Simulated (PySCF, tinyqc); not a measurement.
Inside a calculation (part 2 of 2). Method: RHF in the sto-3g basis, for OH-, spin multiplicity 1. The basis has no diffuse functions, so it cannot describe the extra electron: this is an exercise in the method, not the real anion. The lowest restricted solution is unstable here: a spin-polarised one lies 0.0087 hartree lower (PySCF). Computed by tinyqc, a small Python program that keeps every step (integrals from PySCF). Command: `OMP_NUM_THREADS=1 python tinyqc.py 24793 24794 out.jsonl` (the two numbers bound the seeds that draw the settings). One thread of a shared host (Intel(R) Xeon(R) Processor @ 2.60GHz), about 0.06 s of CPU time with the checks.

Geometry (angstrom):
```
atom         x         y         z
O     0.000000  0.000000  0.000000
H     0.000000  0.000000  1.649000
```

## Iteration 4: diagonalisation and new density

Fock matrix F (hartree):
```
             1O 1s      1O 2s     1O 2px     1O 2py     1O 2pz      2H 1s
1O 1s   -19.633164  -5.022100  -0.005877  -0.002407  -0.004416  -0.241050
1O 2s    -5.022100  -1.888148   0.003279   0.001343   0.034202  -0.220428
1O 2px   -0.005877   0.003279   0.249699   0.064548   0.217314  -0.052890
1O 2py   -0.002407   0.001343   0.064548   0.118563   0.089019  -0.021665
1O 2pz   -0.004416   0.034202   0.217314   0.089019   0.395071  -0.170919
2H 1s    -0.241050  -0.220428  -0.052890  -0.021665  -0.170919   0.209842
```

X:
```
                1          2         3          4          5         6
1O 1s   -0.626925   0.511073  0.000000   0.000000  -0.433499  0.466821
1O 2s    0.795238  -0.253231  0.000000   0.000000  -0.240703  0.575267
1O 2px   0.000000   0.000000  0.055529   0.998457   0.000000  0.000000
1O 2py   0.000000   0.000000  0.998457  -0.055529   0.000000  0.000000
1O 2pz   0.292370   0.696511  0.000000   0.000000   0.639301  0.214621
2H 1s   -0.546518  -0.582130  0.000000   0.000000   0.489038  0.416384
```

Diagonalise F' = X^T F X, C = X C', fill 5 alpha and 5 beta electrons from the bottom; D = 2 C_occ C_occ^T. Each column has its largest component positive (the first on a tie).

F' = X^T F X (hartree):
```
           1          2         3         4          5          6
1  -3.708003   4.142325  0.045864  0.096335  -4.028449   4.937538
2   4.142325  -3.484649  0.082833  0.173985   4.286654  -5.190671
3   0.045864   0.082833  0.126125  0.071421   0.053338   0.011037
4   0.096335   0.173985  0.071421  0.242137   0.112034   0.023184
5  -4.028449   4.286654  0.053338  0.112034  -4.596152   6.043219
6   4.937538  -5.190671  0.011037  0.023184   6.043219  -7.768393
```

orbital energies (hartree): MO1 -19.641068, MO2 -0.644929, MO3 0.057325, MO4 0.092123, MO5 0.208073, MO6 0.739543

coefficients C:
```
              MO1        MO2        MO3        MO4        MO5        MO6
1O 1s    0.994798  -0.261143   0.015624   0.000000   0.034727  -0.028374
1O 2s    0.021185   1.014866  -0.082016   0.000000  -0.172364   0.136246
1O 2px   0.000280   0.006206  -0.523704  -0.379060   0.628076   0.433047
1O 2py   0.000115   0.002542  -0.214525   0.925372   0.257279   0.177389
1O 2pz   0.000444  -0.031087   0.635879   0.000000  -0.012344   0.787347
2H 1s   -0.001841   0.072286   0.439228   0.000000   0.743053  -0.547553
```

D after iteration 4:
```
            1O 1s      1O 2s     1O 2px     1O 2py     1O 2pz      2H 1s
1O 1s    2.118538  -0.502435   0.024575   0.010067   0.036133   0.023915
1O 2s   -0.502435   2.133674  -0.118002  -0.048337  -0.163129  -0.181555
1O 2px   0.024575  -0.118002   1.624941  -0.153635  -0.681916   0.474232
1O 2py   0.010067  -0.048337  -0.153635   1.937066  -0.279333   0.194260
1O 2pz   0.036133  -0.163129  -0.681916  -0.279333   0.810921   0.535752
2H 1s    0.023915  -0.181555   0.474232   0.194260   0.535752   1.500555
```

## Iteration 59 (converged): orbitals

converged F (hartree):
```
             1O 1s      1O 2s     1O 2px     1O 2py     1O 2pz      2H 1s
1O 1s   -19.638731  -5.023134  -0.000001   0.000000  -0.008293  -0.241306
1O 2s    -5.023134  -1.887412   0.000001   0.000000   0.039398  -0.227482
1O 2px   -0.000001   0.000001   0.092518   0.000000   0.000028  -0.000005
1O 2py    0.000000   0.000000   0.000000   0.092518   0.000012  -0.000002
1O 2pz   -0.008293   0.039398   0.000028   0.000012   0.571325  -0.187701
2H 1s    -0.241306  -0.227482  -0.000005  -0.000002  -0.187701   0.185727
```

As before.

F' = X^T F X (hartree):
```
           1          2         3         4          5          6
1  -3.685674   4.186714  0.000006  0.000012  -3.986381   4.957733
2   4.186714  -3.401366  0.000010  0.000022   4.371771  -5.159631
3   0.000006   0.000010  0.092518  0.000000   0.000007   0.000002
4   0.000012   0.000022  0.000000  0.092518   0.000015   0.000004
5  -3.986381   4.371771  0.000007  0.000015  -4.539278   6.057218
6   4.957733  -5.159631  0.000002  0.000004   6.057218  -7.771952
```

orbital energies (hartree): MO1 -19.646621, MO2 -0.645337, MO3 0.092518, MO4 0.092518, MO5 0.128861, MO6 0.764827

coefficients C:
```
              MO1        MO2        MO3        MO4        MO5        MO6
1O 1s    0.994804  -0.260690  -0.000007   0.000000   0.038896  -0.031095
1O 2s    0.021162   1.012750   0.000035   0.000000  -0.193802   0.147413
1O 2px   0.000000   0.000001   0.925372  -0.379060   0.000202   0.000043
1O 2py   0.000000   0.000000   0.379060   0.925372   0.000083   0.000018
1O 2pz   0.000629  -0.028699  -0.000134   0.000000   0.418480   0.921643
2H 1s   -0.001851   0.081769  -0.000160   0.000000   0.853037  -0.561898
```

D after iteration 59:
```
            1O 1s      1O 2s     1O 2px     1O 2py     1O 2pz      2H 1s
1O 1s    2.118215  -0.500999   0.000003   0.000001   0.048769   0.020044
1O 2s   -0.500999   2.127339  -0.000013  -0.000005  -0.220308  -0.165097
1O 2px   0.000003  -0.000013   2.000000   0.000000  -0.000079   0.000048
1O 2py   0.000001  -0.000005   0.000000   2.000000  -0.000033   0.000020
1O 2pz   0.048769  -0.220308  -0.000079  -0.000033   0.351899   0.709262
2H 1s    0.020044  -0.165097   0.000048   0.000020   0.709262   1.468725
```

Within a degenerate level the vectors are fixed only up to a rotation; this is one choice.

## Convergence

Stop when the energy changes by less than 1e-09 hartree and every element of the error matrix X^T (F D S - S D F) X is below 9e-06.

Course of the cycle:
```
iteration   E (hartree)     change  largest element of the error matrix
1          -73.17264886          -                             1.78e+00
2          -73.85422094  -6.82e-01                             1.74e-01
3          -73.89397106  -3.98e-02                             6.03e-02
4          -73.91415953  -2.02e-02                             6.48e-02
5          -73.92990196  -1.57e-02                             6.11e-02
6          -73.94225538  -1.24e-02                             5.53e-02
7          -73.95171824  -9.46e-03                             4.90e-02
8          -73.95882801  -7.11e-03                             4.28e-02
9          -73.96409307  -5.27e-03                             3.70e-02
10         -73.96795074  -3.86e-03                             3.18e-02
11         -73.97075537  -2.80e-03                             2.72e-02
12         -73.97278298  -2.03e-03                             2.32e-02
13         -73.97424291  -1.46e-03                             1.97e-02
14         -73.97529103  -1.05e-03                             1.67e-02
...                 ...        ...                                  ...
46         -73.97791882  -2.10e-08                             7.51e-05
47         -73.97791883  -1.49e-08                             6.34e-05
48         -73.97791885  -1.06e-08                             5.35e-05
49         -73.97791885  -7.59e-09                             4.52e-05
50         -73.97791886  -5.41e-09                             3.81e-05
51         -73.97791886  -3.85e-09                             3.22e-05
52         -73.97791887  -2.75e-09                             2.72e-05
53         -73.97791887  -1.96e-09                             2.29e-05
54         -73.97791887  -1.39e-09                             1.94e-05
55         -73.97791887  -9.94e-10                             1.64e-05
56         -73.97791887  -7.08e-10                             1.38e-05
57         -73.97791887  -5.05e-10                             1.17e-05
58         -73.97791887  -3.60e-10                             9.84e-06
59         -73.97791887  -2.56e-10                             8.31e-06
```

PySCF RHF in the same basis = -73.97791887 hartree

Converged in 59 iterations.

## Populations, bond orders and dipole

overlap S:
```
           1O 1s     1O 2s    1O 2px    1O 2py    1O 2pz     2H 1s
1O 1s   1.000000  0.236704  0.000000  0.000000  0.000000  0.011096
1O 2s   0.236704  1.000000  0.000000  0.000000  0.000000  0.151293
1O 2px  0.000000  0.000000  1.000000  0.000000  0.000000  0.000000
1O 2py  0.000000  0.000000  0.000000  1.000000  0.000000  0.000000
1O 2pz  0.000000  0.000000  0.000000  0.000000  1.000000  0.155451
2H 1s   0.011096  0.151293  0.000000  0.000000  0.155451  1.000000
```

Mulliken: Z minus the diagonal of D S on the atom; Loewdin: the same with S^(1/2) D S^(1/2); Mayer order: 2 sum_s sum (D(s) S)_ij (D(s) S)_ji over the two atoms.

Charges (e):
```
atom   Mulliken    Loewdin
1O    -0.445775  -0.451718
2H    -0.554225  -0.548282
```

Mayer bond orders:
```
pair     order
2-1   0.692835
```

dipole moment about the origin, x y z (debye): 0.000016  0.000006  -3.899317
